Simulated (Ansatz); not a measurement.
Species: CH$_{4}$, charge 1, multiplicity 2. 
Structure (B3LYP-D3(BJ)/def2-TZVP (Ansatz, an electronic-structure program) minimum search):
```
C
H 1 1.1207
H 1 1.1207 2 140.95
H 1 1.1207 2 96.41 3 108.48
H 1 1.1207 2 96.41 4 143.04
```
Charge +1, spin multiplicity 2.

Basis-set convergence of Hartree-Fock and CCSD correlation energies (hartree) with Ansatz. Cores are frozen in the correlated levels unless marked. Open shells are spin-unrestricted. No spin-orbit coupling. Non-relativistic.

```csv
basis,functions,E(HF),"E(corr, CCSD)"
cc-pVDZ,34,-39.76118,-0.15808
cc-pVTZ,86,-39.77406,-0.18627
cc-pVQZ,175,-39.77674,-0.19426
```

Extrapolating the two largest sets (X = 3 and 4) as X^-3: E(corr) = (64·(-0.19426) - 27·(-0.18627))/37 = -0.2001 Eh, an estimate of the basis-set limit. The largest set recovers 97.1 % of it, the smallest 79.0 %.
